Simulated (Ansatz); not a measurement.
## Isomers

Structures of CH2NaO, doublet, relaxed at PBE0-D4/def2-TZVP (vibrations not checked; lower isomers may exist, and structures with a doubtful reference or unclear bonds are left out). Program: Ansatz 0.2.0. Basis: def2-TZVPP. Cores are frozen in the correlated methods; orbitals are unrestricted. The outer core shell of Li, Na, Mg and K is correlated. The def2 sets are not built for correlating such inner shells, so the correlated values are less sure here. B3LYP uses VWN-RPA correlation.

(1) Rank them by CCSD(T) energy, lowest first, and give each one's height above the lowest. Links in brackets join atoms within 1.22 times the sum of their covalent radii (1.1 for two metals). (An estimate is asked for; the value comes from the calculation.)
A.
CH₂NaO ([CH2]1[O][Na]1)
```
5
angstrom
C -0.5156 0.4877 -0.3390
O 0.4892 0.2353 0.4061
Na 0.4780 2.2868 1.0259
H -1.5373 0.2408 -0.0148
H -0.3902 0.6708 -1.4163
```
B.
CH₂NaO ([OH][CH][Na])
```
5
angstrom
O -0.0851 -0.5835 0.8700
C -0.0492 0.1407 -0.3225
Na -0.8037 2.2615 -0.2475
H 0.4021 -1.4080 0.7784
H 0.5359 -0.4107 -1.0784
```
C.
CH₂NaO ([CH2][O][Na])
```
5
angstrom
C -0.4968 0.3960 -0.2657
O 0.4070 -0.0740 0.4377
Na 1.9154 -1.5214 1.0293
H -1.5512 0.1457 -0.0838
H -0.2745 1.0537 -1.1175
```

(2) Do PBE-D4, r2SCAN-D4, PBE0-D4, B3LYP-D4, wB97M-V, HF, MP2 give the same order? (Judge from chemistry; the calculation decides.)

T1 diagnostic: at most 0.028. ⟨S²⟩ of the unrestricted Hartree–Fock references: 0.75 to 0.77 (a pure state has 0.75).

For scale, one of the runs: CCSD(T)/def2-TZVPP, 122 basis functions, launched by `ansatz run in.yaml --threads 2 --pin off --events-out ev --progress --plain --max-ram 4352MiB`. The run took 52 s on 2 CPU threads of an Arm Neoverse V2 (shared host), with 1.4 GiB of host memory at its peak.

## Answers

(1) By the calculation: C (0.0 kJ/mol), A (4.1 kJ/mol), B (159.3 kJ/mol). Heights count from the lowest.

(2) The calculation gives: Lowest first: wB97M-V A < C < B. The others agree with CCSD(T).
